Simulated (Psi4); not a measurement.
# CCl4 (carbon tetrachloride) at B2PLYP/def2-SVP (density fitting for correlation)

Aim: the vertical singlet–triplet gap of CCl4 (carbon tetrachloride) at B2PLYP/def2-SVP (density fitting for correlation), from 2 runs. 

The calculation is run with Psi4 1.11.

2 further runs of the same task are left out: 1 that didn't finish, 1 set aside as unsound or not needed.

**1. The system as given**

CCl4 has 5 atoms, charge 0, and is taken as a singlet. SMILES: `ClC(Cl)(Cl)Cl`. The coordinates come from a PBE0-D4/def2-TZVP relaxation.

Bond lengths: Cl1–C2 1.763 Å, C2–Cl3 1.763 Å, C2–Cl4 1.763 Å, C2–Cl5 1.763 Å. Angles: Cl1–C2–Cl3 109.5°, Cl1–C2–Cl4 109.5°, Cl1–C2–Cl5 109.5°, Cl3–C2–Cl4 109.5°, Cl3–C2–Cl5 109.5°, Cl4–C2–Cl5 109.5°.

**2. The energy at B2PLYP/def2-SVP (density fitting for correlation)**

The input, run_ase.py:

```python
import numpy as np
from ase.calculators.psi4 import Psi4
from ase import Atoms

atoms = Atoms(['Cl', 'C', 'Cl', 'Cl', 'Cl'], positions=[
    [-0.668000, 0.146960, 1.624600],
    [-0.000030, 0.000120, -0.000100],
    [1.442040, -1.012680, 0.047270],
    [-1.198720, -0.733970, -1.063930],
    [0.424690, 1.599560, -0.607850],
])
calc = Psi4(atoms=atoms, method='b2plyp', basis='def2-SVP', memory='2200MB', num_threads=1, charge=0, multiplicity=1, label='calc', reference='rks')
calc.psi4.set_options({'puream': True, 'e_convergence': 1e-09, 'd_convergence': 1e-08, 'scf_type': 'pk', 'dft_radial_points': 99, 'dft_spherical_points': 590, 'num_frozen_docc': 21})
atoms.calc = calc

print(f'energy: {atoms.get_potential_energy():.6f} eV')
```

Launch:

```
$ python run_ase.py
```

calc.dat:

```text
[...]
  Running in c1 symmetry.
[...]
  Nuclear repulsion =  441.227559781951811
[...]
  Multiplicity = 1
[...]
  Nalpha       = 37
  Nbeta        = 37
[...]
    Number of basis functions: 86
[...]
   @RKS iter   1: -1877.34270790198048    1.71027e-01   4.19678e-03 DIIS/ADIIS
[...]
   @RKS iter   9: -1877.40757499500910   -2.72848e-12   3.63778e-09 DIIS
[...]
    Orbital Energies [Eh]
    ---------------------
    Doubly Occupied:
       1A   -102.913011     2A   -102.912999     3A   -102.912988
       4A   -102.912924     5A    -10.855517     6A     -9.947887
       7A     -9.947878     8A     -9.947867     9A     -9.947829
      10A     -7.594919    11A     -7.594910    12A     -7.594899
      13A     -7.594874    14A     -7.586422    15A     -7.586419
      16A     -7.586413    17A     -7.586405    18A     -7.586398
      19A     -7.586393    20A     -7.586388    21A     -7.586386
      22A     -1.109893    23A     -0.967923    24A     -0.967912
      25A     -0.967896    26A     -0.707232    27A     -0.569774
      28A     -0.569762    29A     -0.569752    30A     -0.438569
      31A     -0.438568    32A     -0.405098    33A     -0.405077
      34A     -0.405065    35A     -0.372923    36A     -0.372913
[...]
  @RKS Final Energy: -1877.40757499500910
   => Energetics <=
    Nuclear Repulsion Energy =            441.2275597819518111
    One-Electron Energy =               -3470.9895000653168609
    Two-Electron Energy =                1208.8048907877325746
    DFT Exchange-Correlation Energy =     -56.4505254993763756
    Empirical Dispersion Energy =           0.0000000000000000
    VV10 Nonlocal Energy =                  0.0000000000000000
    Total Energy =                      -1877.4075749950090994
[...]
 Multipole Moments:
 ------------------------------------------------------------------------------------
     Multipole            Electronic (a.u.)      Nuclear  (a.u.)        Total (a.u.)
 ------------------------------------------------------------------------------------
 L = 1.  Multiply by 2.5417464519 to convert [e a0] to [Debye]
 Dipole X            :         -0.0000946           -0.0000094           -0.0001040
 Dipole Y            :          0.0000176            0.0000441            0.0000617
 Dipole Z            :         -0.0000329           -0.0000354           -0.0000683
 Magnitude           :                                                    0.0001389
[...]
```

On the terminal:

```text
energy: -51093.009322 eV
```

Run time: 16 s. Hardware: 1 thread of Intel Xeon at 2.50GHz (Skylake/Cascade Lake), shared host; peak memory 0.83 GiB.

**3. The triplet at the same level**

The input, input.json:

```json
{
  "schema_name": "qcschema_input",
  "schema_version": 1,
  "molecule": {
    "schema_name": "qcschema_molecule",
    "schema_version": 2,
    "symbols": ["Cl", "C", "Cl", "Cl", "Cl"],
    "geometry": [-1.26233705, 0.27771415, 3.07004906, -5.669e-05, 0.00022677, -0.00018897, 2.72506066, -1.91368785, 0.08932735, -2.2652525, -1.38700228, -2.01053632, 0.80254779, 3.02273032, -1.14867002],
    "molecular_charge": 0,
    "molecular_multiplicity": 3,
    "fix_symmetry": "c1"
  },
  "driver": "energy",
  "model": {
    "method": "b2plyp",
    "basis": "def2-SVP"
  },
  "keywords": {
    "reference": "uks",
    "puream": true,
    "e_convergence": 1e-09,
    "d_convergence": 1e-08,
    "scf_type": "pk",
    "dft_radial_points": 99,
    "dft_spherical_points": 590,
    "num_frozen_docc": 21,
    "maxiter": 100
  }
}
```

Launch:

```
$ psi4 --qcschema input.json -n 1 --memory 2200MB
```

stdout:

```text
[...]
  Running in c1 symmetry.
[...]
  Nuclear repulsion =  441.227560122825309
[...]
  Multiplicity = 3
[...]
  Nalpha       = 38
  Nbeta        = 36
[...]
    Number of basis functions: 86
[...]
   @UKS iter   1: -1877.11751503377673    3.96220e-01   2.64477e-03 ADIIS/DIIS
[...]
   @UKS iter  35: -1877.15108477284070   -7.50333e-12   8.17198e-09 DIIS
[...]
   @S^2 Observed:                2.009391067E+00
[...]
    Orbital Energies [Eh]
    ---------------------
    Alpha Occupied:
       1A   -102.927623     2A   -102.927586     3A   -102.927541
       4A   -102.895137     5A    -10.782985     6A     -9.960969
       7A     -9.960930     8A     -9.960910     9A     -9.930206
      10A     -7.607267    11A     -7.607221    12A     -7.607212
      13A     -7.606319    14A     -7.606281    15A     -7.606264
      16A     -7.597698    17A     -7.597657    18A     -7.597650
      19A     -7.577255    20A     -7.568915    21A     -7.568915
      22A     -1.114833    23A     -0.987333    24A     -0.987307
      25A     -0.961463    26A     -0.726940    27A     -0.576490
      28A     -0.576482    29A     -0.564473    30A     -0.458382
      31A     -0.458360    32A     -0.419138    33A     -0.419125
      34A     -0.412281    35A     -0.409610    36A     -0.372569
[...]
  @UKS Final Energy: -1877.15108477284070
   => Energetics <=
    Nuclear Repulsion Energy =            441.2275601228253095
    One-Electron Energy =               -3470.8972156595168599
    Two-Electron Energy =                1208.9854108891690885
    DFT Exchange-Correlation Energy =     -56.4668401253182424
    Empirical Dispersion Energy =           0.0000000000000000
    VV10 Nonlocal Energy =                  0.0000000000000000
    Total Energy =                      -1877.1510847728407043
[...]
 Multipole Moments:
 ------------------------------------------------------------------------------------
     Multipole            Electronic (a.u.)      Nuclear  (a.u.)        Total (a.u.)
 ------------------------------------------------------------------------------------
 L = 1.  Multiply by 2.5417464519 to convert [e a0] to [Debye]
 Dipole X            :         -0.0430619           -0.0000094           -0.0430713
 Dipole Y            :         -0.1618883            0.0000441           -0.1618442
 Dipole Z            :          0.0619277           -0.0000354            0.0618922
 Magnitude           :                                                    0.1785479
[...]
```

The result, in JSON:

```text
{
 "driver": "energy",
 "model": {
  "method": "b2plyp",
  "basis": "def2-SVP"
 },
 "success": true,
 "return_result": -1877.3919242108961,
 "properties": {
  "calcinfo_nbasis": 86,
  "calcinfo_nmo": 86,
  "calcinfo_nalpha": 38,
  "calcinfo_nbeta": 36,
  "calcinfo_natom": 5,
  "nuclear_repulsion_energy": 441.2275601228253,
  "return_energy": -1877.3919242108961,
  "scf_one_electron_energy": -3470.897215659517,
  "scf_two_electron_energy": 1208.985410889169,
  "scf_xc_energy": -56.46684012531824,
  "scf_dipole_moment": [-0.04307133909256211, -0.16184421191748144, 0.061892239454613085],
  "scf_total_energy": -1877.1510847728407,
  "scf_iterations": 35
 }
}
```

Wall time 54 s (1 thread of Intel Xeon at 2.50GHz (Skylake/Cascade Lake), shared host); peak memory 0.82 GiB.

**4. What came out**

Level: B2PLYP/def2-SVP (density fitting for correlation), 21 core orbitals frozen.

| quantity | value |
| --- | --- |
| singlet: total energy | -1877.63348 Eh |
| singlet: HOMO energy (SCF part's orbitals) | -10.15 eV |
| singlet: LUMO energy (SCF part's orbitals) | 1.03 eV |
| singlet: HOMO–LUMO gap (SCF part's orbitals) | 11.18 eV |
| triplet: total energy | -1877.39192 Eh |
| triplet: HOMO energy (SCF part's orbitals) (highest over α and β) | -3.41 eV |
| triplet: ⟨S²⟩ | 2.009 |
| vertical energy of the triplet above the singlet | 6.573 eV |

In words: At this shape the triplet lies 6.57 eV (634 kJ/mol) above the singlet.
